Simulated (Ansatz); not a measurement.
# Si2H4O (SMILES O=[SiH][SiH3]): functionals against CCSD(T) at one geometry

The atoms stand at a structure displaced at random from a GFN2-xTB minimum. How far do the functionals agree with CCSD(T) there?

Computed with Ansatz 0.2.0, Gaussian basis. Level: single points in def2-TZVPP.

Cores are frozen in the correlated methods.

## 1. Starting geometry

SMILES `O=[SiH][SiH3]`, 7 atoms, charge 0, spin multiplicity 1.

Atoms are counted from 1 here; the program's logs count them from 0.

Bond lengths: O1–Si2 1.462 Å, Si2–Si3 2.156 Å, Si3–H5 1.684 Å, Si3–H6 1.475 Å, Si3–H7 1.376 Å. Angles: O1–Si2–Si3 141.0°, Si2–Si3–H5 130.2°, Si2–Si3–H6 119.6°, Si2–Si3–H7 110.4°, H5–Si3–H6 96.4°, H5–Si3–H7 88.7°, H6–Si3–H7 106.0°.

Geometry (Å):

```xyz
7
H4OSi2
O    -1.0837   -2.0207    1.3480
Si   -0.6815   -1.0939    0.2909
Si    0.3102    0.8000    0.0126
H    -1.6195   -1.4148   -1.2247
H     0.6418    1.6559   -1.3998
H    -0.1040    1.9649    0.8162
H     1.6653    0.6646    0.2116
```

## 2. CCSD(T)/def2-TZVPP

Input file run/in.yaml:

```yaml
crystal:
  periodic: [false, false, false]
  atoms:
    - {symbol: O, position_ang: [-1.083700, -2.020700, 1.348000]}
    - {symbol: Si, position_ang: [-0.681500, -1.093900, 0.290900]}
    - {symbol: Si, position_ang: [0.310200, 0.800000, 0.012600]}
    - {symbol: H, position_ang: [-1.619500, -1.414800, -1.224700]}
    - {symbol: H, position_ang: [0.641800, 1.655900, -1.399800]}
    - {symbol: H, position_ang: [-0.104000, 1.964900, 0.816200]}
    - {symbol: H, position_ang: [1.665300, 0.664600, 0.211600]}
basis:
  gaussian: {orbitals: def2-TZVPP}
correlation: {method: ccsd_t}
output: {forces: true}
```

The command line of these runs was not kept.

## 3. PBE0-D4/def2-TZVPP

Edit run/in.yaml of step 2 so:

```diff
@@ -12,3 +12,3 @@
   gaussian: {orbitals: def2-TZVPP}
-correlation: {method: ccsd_t}
-output: {forces: true}
+hamiltonian: {xc: pbe0, dispersion: d4}
+output: {forces: true, orbitals: {seedname: orbitals}}
```

## 4. wB97M-V/def2-TZVPP

Edit run/in.yaml of step 3 so:

```diff
@@ -12,3 +12,3 @@
   gaussian: {orbitals: def2-TZVPP}
-hamiltonian: {xc: pbe0, dispersion: d4}
-output: {forces: true, orbitals: {seedname: orbitals}}
+hamiltonian: {xc: {name: wB97M-V}}
+output: {forces: true}
```

## 5. r2SCAN-D4/def2-TZVPP

Edit run/in.yaml of step 4 so:

```diff
@@ -12,3 +12,3 @@
   gaussian: {orbitals: def2-TZVPP}
-hamiltonian: {xc: {name: wB97M-V}}
+hamiltonian: {xc: r2scan, dispersion: d4}
 output: {forces: true}
```

## 6. PBE-D4/def2-TZVPP

Edit run/in.yaml of step 5 so:

```diff
@@ -12,3 +12,3 @@
   gaussian: {orbitals: def2-TZVPP}
-hamiltonian: {xc: r2scan, dispersion: d4}
+hamiltonian: {xc: pbe, dispersion: d4}
 output: {forces: true}
```

## 7. revPBE-D4/def2-TZVPP

Edit run/in.yaml of step 6 so:

```diff
@@ -12,3 +12,3 @@
   gaussian: {orbitals: def2-TZVPP}
-hamiltonian: {xc: pbe, dispersion: d4}
+hamiltonian: {xc: {name: revPBE}, dispersion: d4}
 output: {forces: true}
```

## 8. BLYP-D4/def2-TZVPP

Edit run/in.yaml of step 7 so:

```diff
@@ -12,3 +12,3 @@
   gaussian: {orbitals: def2-TZVPP}
-hamiltonian: {xc: {name: revPBE}, dispersion: d4}
+hamiltonian: {xc: {name: BLYP}, dispersion: d4}
 output: {forces: true}
```

(Steps that only read results are left out.)

**Question.** What will these runs give? Wanted: energy less free atoms, CCSD(T)/def2-TZVPP; RMS force component; RMS force error; HOMO and LUMO, PBE0-D4; T1 diagnostic.

As calculated:

| quantity | value |
| --- | --- |
| energy less free atoms, CCSD(T)/def2-TZVPP | -451.1 kcal/mol |
| RMS force component | 2.252 to 2.399 eV/Å over the methods |
| RMS force error | PBE0-D4 0.212, wB97M-V 0.208, r2SCAN-D4 0.135, PBE-D4 0.286, revPBE-D4 0.330, BLYP-D4 0.255 eV/Å |
| HOMO and LUMO, PBE0-D4 | -7.97 and -3.13 eV |
| T1 diagnostic | 0.022 |

Against CCSD(T) the functionals' energies less atoms differ by -20.1 to -6.8 kcal/mol, PBE-D4 by -20.1 kcal/mol. CCSD(T) in triple zeta still lacks some correlation energy of the bonds, so part of these gaps is its own basis error and they don't rank the functionals. For forces r2SCAN-D4 does best and revPBE-D4 worst. Frozen-core CCSD(T) forces in triple zeta carry basis errors of their own, and this is one geometry, so small gaps rank nothing.
